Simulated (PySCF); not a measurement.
Mapped SMILES: `[CH3:1][CH2:2][O:3][CH:4]([F:5])[F:6]`. Hydrogens are named by the atom that carries them.

GIAO PBE0/pcSseg-1 shifts (PySCF 2.14.0 with density-fitted response routines, gas phase, non-relativistic, equivalent atoms averaged), each against references optimised in the same way as the molecule (TMS, H2O, CFCl3).

On the GFN2-xTB geometry: C4 125.4, C2 66.9, C1 16.9, O3 118.1, F5/F6 -99.5, H(C4) 6.33, H(C2) 3.87, H(C1) 1.44 ppm.

Question: What changes on the PBE0-D3(BJ)/def2-SVP geometry?

Answer: 
```csv
atoms,δ (ppm),change
C4,121.6,-3.8
C2,62.6,-4.3
C1,16.2,-0.7
O3,116.3,-1.8
F5/F6,-98.2,+1.3
H(C4),5.80,-0.53
H(C2),3.50,-0.37
H(C1),1.36,-0.08
```

Unscaled 19F shifts against computed CFCl3 carry errors that often reach 10 to 50 ppm.

Bonds between heavy atoms that differ most (equivalent bonds averaged): C2–O3 1.430 → 1.416 Å, C1–C2 1.517 → 1.506 Å, C4–F5 1.352 → 1.343 Å, O3–C4 1.341 → 1.348 Å. Mean change of bonds to hydrogen: C–H +0.009 Å.
